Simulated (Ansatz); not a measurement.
Molecular dynamics of ClH₄Si, charge -1

input.yaml

```yaml
crystal:
  periodic: [false, false, false]
  atoms:
    - { symbol: Cl, position_ang: [0.751201, -0.036404, -2.509511] }
    - { symbol: Si, position_ang: [-0.14958, -0.005459, 0.55495] }
    - { symbol: H, position_ang: [-0.648442, -1.135927, -0.223941] }
    - { symbol: H, position_ang: [-0.767801, 0.127963, 2.075304] }
    - { symbol: H, position_ang: [-1.004384, 1.104482, -0.025909] }
    - { symbol: H, position_ang: [1.317406, 0.288217, 0.649625] }
total_charge: -1
magnetization:
  spin_polarized: true
basis:
  gaussian: { orbitals: def2-SVP }
hamiltonian:
  xc: b3lyp
  dispersion: d4
md:
  timestep: 1.0
  n_steps: 150
  ensemble: nvt_nose_hoover
  temperature: 1000.0
  initial_velocities: maxwell_boltzmann
  seed: 989027
  nose_hoover: { tau: 100.0, chain_length: 5 }
```

Launched with:

```bash
$ ansatz run input.yaml --threads 1 --pin off --max-ram 2048MiB --backend cpu --events-out ev --progress --plain --runs-dir out
```

It goes on from the last frame of an earlier run, with new velocities.

Output, in part (step lines, the closing report, with atoms numbered from 0):

```
md step     0: t =     0.00 fs  T =  1000.0 K  F+E_penalty+E_count = -20460.89982828 eV  E_kin = 0.517040 eV  conserved = -20460.38278829 eV  (22 SCF iters)
[... lines left out ...]
Total energy: -20460.88429050 eV, -751.9236287903 hartree
Atom 0 at     0.731353    -0.010916    -2.318014 Å, force    -0.312150    -0.155691    -0.984760 eV/Å
Atom 1 at    -0.150244    -0.018126     0.336666 Å, force     1.878041    -0.421050    -0.489637 eV/Å
Atom 2 at    -0.429737    -1.488687     0.198004 Å, force    -0.352306     0.185660    -0.265997 eV/Å
Atom 3 at    -0.042880    -0.032000     1.839211 Å, force    -0.460980     0.326863     0.660441 eV/Å
Atom 4 at    -1.131355     1.005266    -0.059544 Å, force    -0.544782     0.019992     0.106857 eV/Å
Atom 5 at     1.217279     0.356707    -0.155437 Å, force    -0.207823     0.044225     0.973095 eV/Å
Dipole moment:    -0.226460     0.033045     0.420700 e Å
```

The steps, from the saved trajectory:

```
time (fs)  T (K)  potential energy less start (eV)  conserved less start (meV/atom)
      0.0   1000                             0.000                             0.00
      5.0   1105                            -0.056                            -0.26
     10.0    662                             0.174                             0.01
     15.0    686                             0.163                             0.16
     20.0   1290                            -0.151                            -0.31
     25.0    914                             0.047                             0.12
     30.0    555                             0.233                             0.14
     35.0    965                             0.022                            -0.06
     40.0   1226                            -0.111                            -0.14
     45.0    883                             0.069                             0.06
     50.0    827                             0.100                             0.23
     55.0   1414                            -0.203                            -0.17
     60.0   1357                            -0.171                            -0.13
     65.0    973                             0.030                             0.15
     70.0    989                             0.021                            -0.07
     75.0    862                             0.088                             0.05
     80.0    914                             0.062                             0.05
     85.0   1063                            -0.014                            -0.05
     90.0   1070                            -0.017                            -0.15
     95.0    674                             0.191                             0.24
    100.0   1025                             0.009                            -0.16
    105.0   1031                             0.009                            -0.07
    110.0   1040                             0.006                            -0.13
    115.0    940                             0.063                             0.29
    120.0   1047                             0.007                            -0.24
    125.0    759                             0.161                             0.15
    130.0   1143                            -0.037                            -0.30
    135.0   1373                            -0.151                            -0.22
    140.0   1169                            -0.039                             0.16
    145.0    989                             0.055                            -0.24
    150.0   1069                             0.016                            -0.48
```

All steps were run. The conserved energy stayed within 0.7 meV per atom of its start (net change -0.48 meV per atom), so the integration is sound. A run of 0.15 ps of so small a system gives no equilibrium averages. Limits of this set-up: an anion without diffuse functions, the dipole of an ion depends on the origin.

The same pairs are bonded in the first frame and the last. Pairs count as bonded within 1.25 times the sum of covalent radii (0.12 Å more for H–H).

Last frame:

```xyz
6
Properties=species:S:1:pos:R:3
Cl 0.731 -0.011 -2.318
Si -0.150 -0.018 0.337
H -0.430 -1.489 0.198
H -0.043 -0.032 1.839
H -1.131 1.005 -0.059
H 1.217 0.357 -0.155
```

Run time: 2.3 min on 1 thread of Intel(R) Xeon(R) 6975P-C (Granite Rapids), on a shared host, peak memory 0.15 GiB.
